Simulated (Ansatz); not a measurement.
```yaml
crystal:
  periodic: [false, false, false]
  atoms:
    - {symbol: Cl, position_ang: [-1.616513, -0.422109, -0.004100]}
    - {symbol: O, position_ang: [1.056456, 1.415585, 0.012299]}
    - {symbol: Ge, position_ang: [0.556271, -0.105775, -0.000708]}
basis:
  gaussian: {orbitals: def2-TZVP}
magnetization: {spin_polarized: true, initial_magnetization: 1}
hamiltonian: {xc: pbe0}
relax: {f_tol: 0.004, max_steps: 80}
```

```sh
$ ansatz run in.yaml --threads 1 --pin off --events-out ev --progress --plain --max-ram 2176MiB
```

Steps of the relaxation (energy above the last step; positions in Å, forces in eV/Å):

```
3
step 1, 80.0 meV
Cl   -1.617   -0.422   -0.004    0.321   -0.083   -0.001
O     1.056    1.416    0.012    0.951    2.328    0.020
Ge    0.556   -0.106   -0.001   -1.272   -2.246   -0.019
```

```
3
step 2, 12.3 meV
Cl   -1.637   -0.469   -0.005    0.119    0.066    0.001
O     1.128    1.435    0.012    0.233    0.722    0.006
Ge    0.506   -0.078    0.000   -0.352   -0.788   -0.007
```

```
3
step 3, 2.0 meV
Cl   -1.629   -0.456   -0.004    0.030    0.029    0.000
O     1.114    1.440    0.013    0.067    0.255    0.002
Ge    0.511   -0.096   -0.001   -0.097   -0.284   -0.002
```

```
3
step 5, 0.1 meV
Cl   -1.621   -0.446   -0.004   -0.036    0.000    0.000
O     1.101    1.443    0.013   -0.010   -0.007    0.000
Ge    0.516   -0.110   -0.001    0.047    0.008    0.000
```

```
3
step 6, 0.0 meV
Cl   -1.622   -0.444   -0.004   -0.001   -0.001    0.000
O     1.099    1.443    0.013    0.001    0.002    0.000
Ge    0.519   -0.112   -0.001    0.000   -0.001    0.000
```

Close pairs at the end: O2–Ge3 1.660 Å, Cl1–Ge3 2.167 Å.

A stationary point of unrestricted PBE0 after 6 steps, with ⟨S²⟩ = 0.761 against 0.75 for a pure state; no frequencies were run, so it isn't proven a minimum. 46 s on 1 thread of Arm Neoverse V2, shared host.
